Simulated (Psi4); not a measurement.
# SF (Monosulfur monofluoride): a chain of runs

We compute a geometry optimisation (UPBEh-3c/def2-mSVP), then vibrational wavenumbers, then a single-point energy (UCCSD(T)/cc-pVTZ) of SF (Monosulfur monofluoride). 

The results are computed with Psi4 1.11.

## (1) The structure to begin with

The species is SF (2 atoms), meant as a doublet with charge 0. SMILES: `F[S]`. Geometry: relaxed at GFN2-xTB. The run starts from this shape.

Bond lengths: F1–S2 1.627 Å.

## (2) A structure relaxation at UPBEh-3c/def2-mSVP (density fitting) (run 1)

Input file fs.xyz:

```xyz
2
FS
F      0.000000     0.000000     0.000000
S      0.000000     0.000000     1.626530
```

Input file run.py:

```python
import psi4

psi4.set_memory(1600000000)
psi4.set_num_threads(1)
psi4.core.set_output_file('output.dat', False)

with open('fs.xyz') as f:
    atoms = ''.join(f.readlines()[2:])
mol = psi4.geometry('0 2\n' + atoms + '')

psi4.set_options({
    'reference': 'uks',
    'geom_maxiter': 60,
})

e = psi4.optimize('pbeh-3c', molecule=mol)
print(f'pbeh-3c energy: {e:.10f} Eh')
mol.save_xyz_file('final.xyz', False)
```

Command:

```sh
$ python run.py
```

output.dat:

```text
[...]
  Running in c2v symmetry.
[...]
  Nuclear repulsion =   46.849131793744959
[...]
  Multiplicity = 2
[...]
  Nalpha       = 13
  Nbeta        = 12
[...]
    Number of basis functions: 33
[...]
   @DF-UKS iter   1:  -497.30392858226588   -3.44074e-01   1.00568e-02 ADIIS/DIIS
[...]
   @DF-UKS iter   9:  -497.31882205985409   -1.70530e-13   4.85019e-09 DIIS
[...]
   @S^2 Observed:                7.536958185E-01
[...]
    Orbital Energies [Eh]
    ---------------------
    Alpha Occupied:
       1A1   -89.677994     2A1   -25.135867     3A1    -8.308640
       1B2    -6.205650     4A1    -6.200507     1B1    -6.186001
       5A1    -1.356787     6A1    -0.805452     2B2    -0.564477
       7A1    -0.556578     2B1    -0.547228     3B2    -0.356831
       3B1    -0.310226
    Alpha Virtual:
       8A1    -0.011340     9A1     0.337480     4B2     0.593515
       4B1     0.627444    10A1     0.635184     1A2     0.648655
      11A1     0.649712     5B2     0.702815     5B1     0.739988
      12A1     0.887577     6B2     1.216841     6B1     1.225210
[...]
  @DF-UKS Final Energy:  -497.31882205985409
   => Energetics <=
    Nuclear Repulsion Energy =             47.3905819199530711
    One-Electron Energy =                -782.9181619050913241
    Two-Electron Energy =                 259.1015563027638677
    DFT Exchange-Correlation Energy =     -20.8938859945547009
    Empirical Dispersion Energy =           0.0010876170749874
    VV10 Nonlocal Energy =                  0.0000000000000000
    Total Energy =                       -497.3188220598540852
[...]
 Multipole Moments:
 ------------------------------------------------------------------------------------
     Multipole            Electronic (a.u.)      Nuclear  (a.u.)        Total (a.u.)
 ------------------------------------------------------------------------------------
 L = 1.  Multiply by 2.5417464519 to convert [e a0] to [Debye]
 Dipole X            :          0.0000000            0.0000000            0.0000000
 Dipole Y            :          0.0000000            0.0000000            0.0000000
 Dipole Z            :         -0.5762397            0.9672933            0.3910535
 Magnitude           :                                                    0.3910535
[...]
  -Total Gradient:
     Atom            X                  Y                   Z
    ------   -----------------  -----------------  -----------------
       1       -0.000000000000     0.000000000000     0.000179898055
       2        0.000000000000     0.000000000000    -0.000123370517
[...]
    Final optimized geometry and variables:
    Molecular point group: c2v
    Full point group: C_inf_v
    Geometry (in Angstrom), charge = 0, multiplicity = 2:
    F            0.000000000000     0.000000000000    -1.008610951055
    S            0.000000000000     0.000000000000     0.599335506854
[...]
```

On the terminal:

```text
Some dependencies such as QCElemental have not yet finished migration to pydantic v2. If issues are encountered please downgrade pydantic or upgrade QCElemental as appropriate
Optimizer: Optimization complete!
pbeh-3c energy: -497.3188220599 Eh
```

Wall time 7.2 s (1 thread of Intel Xeon Platinum 8488C (Sapphire Rapids), shared host); peak memory 0.26 GiB.

Steps, from the record of the run:

| step | energy from the first frame kept (eV) | largest force (eV/Å) |
| --- | --- | --- |
| 0 | 0.0000 | 0.6472 |
| 1 | -0.0058 | 0.1500 |
| 2 | -0.0061 | 0.0092 |

After the run. Bond lengths: F1–S2 1.608 Å.

## (3) Vibrational wavenumbers at UPBEh-3c/def2-mSVP (density fitting) (run 2)

Input file job.in:

```
memory 1.6 GB

molecule {
  0 2
  F      0.000000     0.000000     0.011657
  S      0.000000     0.000000     1.619603
  symmetry c1
}

set globals {
  reference uks
  t 298.15
  rotational_symmetry_number 1
}

e_tot = frequency('pbeh-3c')
```

Command:

```sh
$ psi4 -n 1 job.in job.out
```

job.out:

```text
[...]
  Running in c1 symmetry.
[...]
  Nuclear repulsion =   47.390595415816200
[...]
  Multiplicity = 2
[...]
  Nalpha       = 13
  Nbeta        = 12
[...]
    Number of basis functions: 33
[...]
   @DF-UKS iter   1:  -497.30467055148819   -3.18837e-01   5.90066e-03 ADIIS/DIIS
[...]
   @DF-UKS iter  12:  -497.31882150776795   -3.97904e-13   1.24321e-09 DIIS
[...]
   @S^2 Observed:                7.536964268E-01
[...]
    Orbital Energies [Eh]
    ---------------------
    Alpha Occupied:
       1A    -89.677918     2A    -25.135981     3A     -8.308574
       4A     -6.205580     5A     -6.200442     6A     -6.185934
       7A     -1.357141     8A     -0.805452     9A     -0.564725
      10A     -0.556712    11A     -0.547465    12A     -0.356730
      13A     -0.310126
    Alpha Virtual:
      14A     -0.011061    15A      0.337516    16A      0.593565
      17A      0.627486    18A      0.635347    19A      0.648665
      20A      0.649723    21A      0.702903    22A      0.740076
      23A      0.887866    24A      1.216748    25A      1.225127
[...]
  @DF-UKS Final Energy:  -497.31882150776795
   => Energetics <=
    Nuclear Repulsion Energy =             47.4131957212315882
    One-Electron Energy =                -782.9621060730014506
    Two-Electron Energy =                 259.1230902035170516
    DFT Exchange-Correlation Energy =     -20.8940873278439625
    Empirical Dispersion Energy =           0.0010859683289004
    VV10 Nonlocal Energy =                  0.0000000000000000
    Total Energy =                       -497.3188215077679502
[...]
 Multipole Moments:
 ------------------------------------------------------------------------------------
     Multipole            Electronic (a.u.)      Nuclear  (a.u.)        Total (a.u.)
 ------------------------------------------------------------------------------------
 L = 1.  Multiply by 2.5417464519 to convert [e a0] to [Debye]
 Dipole X            :          0.0000000            0.0000000            0.0000000
 Dipole Y            :         -0.0000000            0.0000000           -0.0000000
 Dipole Z            :         -0.5771055            0.9668319            0.3897264
 Magnitude           :                                                    0.3897264
[...]
  -Total Gradient:
     Atom            X                  Y                   Z
    ------   -----------------  -----------------  -----------------
       1        0.000000000000     0.000000000000     0.000733028787
       2        0.000000000000    -0.000000000000    -0.000676472480
[...]
  ==> Harmonic Vibrational Analysis <==
[...]
  Freq [cm^-1]                 918.9680
[...]
  IR activ [km/mol]            68.5444
[...]
  Total E_0, Enthalpy at 0 [K]                                                         -497.31672850 [Eh]
[...]
  Total H, Enthalpy at  298.15 [K]                                                     -497.31337360 [Eh]
[...]
  Total G, Gibbs energy at  298.15 [K]                                                 -497.33855611 [Eh]
[...]
```

It took 13 s on 1 thread of Intel Xeon Platinum 8488C (Sapphire Rapids), shared host; peak memory 0.26 GiB.

## (4) A single-point energy at UCCSD(T)/cc-pVTZ (run 3)

Input file calc.inp:

```
memory 1600 MB

molecule geom {
  0 2
  F      0.00000000     0.00000000     0.02202854
  S      0.00000000     0.00000000     3.06060610
  units bohr
}

set {
  basis cc-pVTZ
  reference uhf
  scf_type pk
  freeze_core true
}

e_tot, wfn = energy("ccsd(t)", return_wfn=True)
```

Command:

```sh
$ psi4 -n 1 calc.inp calc.out
```

calc.out:

```text
[...]
  Running in c2v symmetry.
[...]
  Nuclear repulsion =   47.390595486395938
[...]
  Multiplicity = 2
[...]
  Nalpha       = 13
  Nbeta        = 12
[...]
    Number of basis functions: 64
[...]
   @UHF iter   1:  -496.93647065281152   -5.40718e-01   6.91345e-03 DIIS/ADIIS
[...]
   @UHF iter  15:  -496.96659449955303    0.00000e+00   3.90199e-09 DIIS
[...]
   @S^2 Observed:                7.656378036E-01
[...]
    Orbital Energies [Eh]
    ---------------------
    Alpha Occupied:
       1A1   -92.061625     2A1   -26.333031     3A1    -9.055921
       1B2    -6.750665     4A1    -6.732922     1B1    -6.729818
       5A1    -1.634981     6A1    -0.983666     2B2    -0.725054
       2B1    -0.710497     7A1    -0.676014     3B2    -0.472040
       3B1    -0.405349
    Alpha Virtual:
       8A1     0.097870     4B2     0.381254     4B1     0.411332
       9A1     0.443477    10A1     0.460152     1A2     0.481356
      11A1     0.482881     5B2     0.542338     5B1     0.579623
      12A1     0.693902    13A1     1.011796     6B2     1.022596
[...]
  @UHF Final Energy:  -496.96659449955303
   => Energetics <=
    Nuclear Repulsion Energy =             47.3905954863959380
    One-Electron Energy =                -782.9195746797258835
    Two-Electron Energy =                 238.5623846937769201
    Total Energy =                       -496.9665944995530253
  UHF NO Occupations:
  HONO-2 :    2 B2 1.9995329
  HONO-1 :    7 A1 1.9930591
[...]
 Multipole Moments:
 ------------------------------------------------------------------------------------
     Multipole            Electronic (a.u.)      Nuclear  (a.u.)        Total (a.u.)
 ------------------------------------------------------------------------------------
 L = 1.  Multiply by 2.5417464519 to convert [e a0] to [Debye]
 Dipole X            :          0.0000000            0.0000000            0.0000000
 Dipole Y            :          0.0000000            0.0000000            0.0000000
 Dipole Z            :         -0.4629925            0.9672930            0.5043005
 Magnitude           :                                                    0.5043005
[...]
      * MP2 total energy                      = -497.361202902368518
[...]
      * CCSD total energy                     = -497.380157243174153
[...]
      * CCSD(T) total energy                     = -497.394937198870934
[...]
```

It took 8.7 s on 1 thread of Intel Xeon Platinum 8488C (Sapphire Rapids), shared host; peak memory 0.42 GiB.

## (5) Outcome

| quantity | value |
| --- | --- |
| run 1, UPBEh-3c/def2-mSVP: total energy at the end | -497.31882 Eh |
| run 1, UPBEh-3c/def2-mSVP: dipole moment | 0.99 D |
| run 1, UPBEh-3c/def2-mSVP: HOMO energy (highest over α and β) | -8.04 eV |
| run 1, UPBEh-3c/def2-mSVP: LUMO energy (lowest over α and β) | -3.54 eV |
| run 1, UPBEh-3c/def2-mSVP: bond length | 1.608 Å |
| run 1, UPBEh-3c/def2-mSVP: ⟨S²⟩ | 0.754 |
| run 2, UPBEh-3c/def2-mSVP: harmonic wavenumber | 919 cm⁻¹ |
| run 2, UPBEh-3c/def2-mSVP: zero-point energy | 5.5 kJ/mol |
| run 2, UPBEh-3c/def2-mSVP: ideal-gas entropy at 298.15 K (symmetry number 1 as used) | 53.0 cal/(mol K) |
| run 3, UCCSD(T)/cc-pVTZ: total energy | -497.39494 Eh |
| run 3, UCCSD(T)/cc-pVTZ: HOMO energy (Hartree–Fock orbitals) (highest over α and β) | -10.54 eV |
| run 3, UCCSD(T)/cc-pVTZ: LUMO energy (Hartree–Fock orbitals) (lowest over α and β) | 0.19 eV |
| run 3, UCCSD(T)/cc-pVTZ: correlation energy (6 core orbitals frozen) | -428.3 mEh |
| run 3, UCCSD(T)/cc-pVTZ: (T) correction | -14.78 mEh |
| run 3, UCCSD(T)/cc-pVTZ: ⟨S²⟩ of the reference determinant | 0.766 |
| run 3, UCCSD(T)/cc-pVTZ: T1 diagnostic | 0.026 |

**Reading.** The optimisation (run 1, UPBEh-3c/def2-mSVP) took 3 steps and changed the energy by -0.006 eV. The one mode (run 2, UPBEh-3c/def2-mSVP) is real, so the shape is a minimum at this level. The triples (run 3, UCCSD(T)/cc-pVTZ) make up 3.5 % of the correlation energy.
